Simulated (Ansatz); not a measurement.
methylamine (SMILES CN) moved off its minimum; all values from Ansatz (a program for electronic structure), cores frozen in correlated methods.
(charge 0, multiplicity 1)
```xyz
7

C     -0.67598     0.10765     0.01729
N      0.73034    -0.17805    -0.07333
H     -1.29754    -0.50988    -0.55743
H     -0.96901     1.10879    -0.20777
H     -1.01292    -0.06637     1.19819
H      0.99950    -0.98586     0.09474
H      1.34512     0.56815     0.29990
```

Forces at r2SCAN/def2-TZVPP (eV/Å):

```tsv
atom	Fx	Fy	Fz
C1	0.277	-0.538	4.716
N2	-2.233	10.742	-2.746
H3	-0.582	-1.217	-0.952
H4	0.346	0.850	-0.240
H5	0.108	0.483	-2.585
H6	2.902	-9.205	2.147
H7	-0.819	-1.116	-0.341
```

**Question.** Give the forces (eV/Å), the total energy and the dipole at CCSD(T)/aug-cc-pVTZ.

**Answer.** 
| atom | Fx | Fy | Fz |
|---|---|---|---|
| C1 | -0.112 | -0.491 | 4.843 |
| N2 | -2.018 | 10.749 | -2.808 |
| H3 | -0.572 | -1.234 | -0.978 |
| H4 | 0.362 | 0.885 | -0.254 |
| H5 | 0.192 | 0.484 | -2.675 |
| H6 | 2.945 | -9.298 | 2.189 |
| H7 | -0.797 | -1.095 | -0.317 |
Energy -95.6666 hartree, dipole 0.69 D.
